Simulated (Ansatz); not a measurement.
# NS: the cost of one run

Program: Ansatz 0.2.0. Level of theory: the levels named in each step. These are calculated values, not measurements.

## 1. The system as given

Bond lengths: N1–S2 1.397 Å.

Structure file:

```xyz
2

N     0.0000    0.0000    0.0000
S     0.0000    0.0000    1.3968
```

## 2. A rough first relaxation, PBE-D4/def2-SVP

This run stands in another session on the same molecule. It ended at:

```xyz
2

N     0.0000    0.0000   -0.0289
S     0.0000    0.0000    1.4257
```

## 3. Relaxation, HF/STO-3G

Input file input.yaml:

```yaml
crystal:
  periodic: [false, false, false]
  atoms:
    - { symbol: "N", position_ang: [0.0, 0.0, -0.02890068] }
    - { symbol: S, position_ang: [0.0, 0.0, 1.42572068] }
total_charge: 1
basis:
  gaussian: { orbitals: STO-3G }
hamiltonian:
  xc: hf
relax:
  f_tol: 0.002
  max_steps: 150
```

On the command line:

```sh
$ ansatz run input.yaml --threads 1 --pin off --max-ram 2560MiB --backend cpu --events-out ev --progress --plain --runs-dir out
```

What time and memory should one allow on 1 thread of Intel Xeon at 2.50GHz (Skylake/Cascade Lake), shared host?

About 1.2 s, with a peak of 0.082 GiB.
